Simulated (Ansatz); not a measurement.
Compare A (`NC1C=C1`) with its isomer B (`C=CN=C`).

Calculated with Ansatz (gas phase, PBE0-D4/def2-TZVP geometries, no zero-point term in ΔE). CBS: MP2 limit from def2 TZ/QZ plus the TZ coupled-cluster correction, frozen cores. DFT in def2-TZVPP. B3LYP here is the variant with VWN-RPA as its local correlation; programs differ in this. Each species was taken in one conformer, which may not be the lowest.

(1) Which is lower in electronic energy at CCSD(T)/CBS, and by how much? (Best estimate.)

(2) Give E(B) − E(A) in kJ/mol with CCSD/def2-TZVPP, r2SCAN-D4, PBE0-D4, CCSD(T)/def2-SVP, B2PLYP, B3LYP, BLYP-D4. (Best estimate.)

(3) Does the order hold for the free energy at 298.15 K (harmonic terms from PBE0-D4)? (Estimate.)

Largest T1 diagnostic: 0.012.

Answers

(1) Computed: B, by 126.7 kJ/mol.

(2) Ansatz gave: CCSD/def2-TZVPP -131.4, r2SCAN-D4 -126.7, PBE0-D4 -115.7, CCSD(T)/def2-SVP -139.3, B2PLYP -136.3, B3LYP -142.1, BLYP-D4 -150.0. None reverses the order clearly.

(3) Computed: Yes: G(B) − G(A) = -128.0 kJ/mol, for one conformer each.

From r2SCAN to r2SCAN0 (25 % exact exchange), in def2-TZVPP and without D4, E(B) − E(A) moves by +7.9 kJ/mol. Leaving LDA and LC-ωPBE aside and taking each functional with its dispersion term where it has one, the values, not all of them listed here, spread over 37.2 kJ/mol, from BLYP-D4 to PBE-QIDH. LDA lies +18.1 kJ/mol from PBE without D4.
